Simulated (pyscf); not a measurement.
HO–Bi(OH)–OH + H₂ → HO–BiH–OH + H₂O, a four-centre exchange (singlet surface; Bi–O, H–H broken, Bi–H, H–O formed). Single points on ωB97X-D3(BJ)/def2-SVP structures (PySCF, gas phase). Energies in eV from the separated reactants.

Small-basis levels: PySCF, no dispersion term, spherical d functions. 

### Question
Quick MP2/6-31G*+LANL2DZ single points give ΔE‡ = 1.94 eV and ΔE = +0.92 eV. What does ωB97M-D3(BJ)/def2-TZVP give, and how far is the quick result from it?

### Answer
ωB97M-D3(BJ)/def2-TZVP gives ΔE‡ = 1.40 eV and ΔE = +0.33 eV. MP2/6-31G*+LANL2DZ lies 0.54 eV over it in the barrier and 0.59 eV over it in the reaction energy, so on this step it does not hold to within 0.13 eV. ωB97M-D3(BJ)/def2-TZVP has limits of its own. On the product side the descent ends in a bound adduct (not fully relaxed), 0.50 eV under the separated species and 1.48 eV under the saddle at ωB97X-D3(BJ)/def2-TZVP. At the saddle there is also a short Bi–H contact that neither side keeps. One saddle was located; it need not be the lowest between these sides. In the def2 sets elements past Kr carry core potentials, without spin-orbit coupling.
